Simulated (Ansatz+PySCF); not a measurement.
The numbers below are computed, except where a source is named.
Input for Ansatz (development build ahead of 0.2.0):

```yaml
crystal:
  periodic: [false, false, false]
  atoms:
    - { symbol: C, position_ang: [-0.0307, 1.45061, 0.0] }
    - { symbol: C, position_ang: [1.18987, 0.7301, 0.0] }
    - { symbol: C, position_ang: [1.18097, -0.68183, 0.0] }
    - { symbol: C, position_ang: [-0.03735, -1.3955, 0.0] }
    - { symbol: C, position_ang: [-1.27161, -0.69872, 0.0] }
    - { symbol: C, position_ang: [-1.20728, 0.69702, 0.0] }
    - { symbol: H, position_ang: [-0.04052, 2.54649, 0.0] }
    - { symbol: H, position_ang: [2.16017, 1.28367, 0.0] }
    - { symbol: H, position_ang: [2.1304, -1.22998, 0.0] }
    - { symbol: H, position_ang: [-0.03161, -2.51259, 0.0] }
    - { symbol: H, position_ang: [-2.22559, -1.23815, 0.0] }
basis:
  gaussian: { orbitals: cc-pVTZ }
magnetization:
  initial_magnetization: 1
hamiltonian:
  xc: hf
correlation:
  method: mp2
  frozen_orbitals: { C: 1, H: 0 }
output:
  forces: true
```

The input is written out in the form of the current development build from the run's settings. Correlation on restricted open-shell orbitals is semicanonical, with singles.

The run gave:

- Converged: yes
- Reference energy: -230.11740 hartree
- Correlation energy: -0.91920 hartree
- Total energy: -231.03660 hartree
- Spin squared of the determinant: 0.750
- Stability test: minimum among restricted orbitals
- Occupied orbitals by symmetry in an Abelian subgroup (alpha; beta): 11 A1 1 A2 2 B1 7 B2; 10 A1 1 A2 2 B1 7 B2

Forces (eV/Å):
| atom | Fx | Fy | Fz |
| --- | --- | --- | --- |
| C1 | -0.164 | -0.355 | 0.000 |
| C2 | 0.269 | 0.089 | 0.000 |
| C3 | -0.233 | 0.135 | 0.000 |
| C4 | 0.057 | -0.277 | 0.000 |
| C5 | 0.226 | 0.319 | 0.000 |
| C6 | 0.855 | -0.494 | 0.000 |
| H7 | -0.005 | -0.539 | 0.000 |
| H8 | -0.995 | -0.559 | 0.000 |
| H9 | -0.462 | 0.267 | 0.000 |
| H10 | -0.013 | 1.141 | 0.000 |
| H11 | 0.465 | 0.274 | 0.000 |
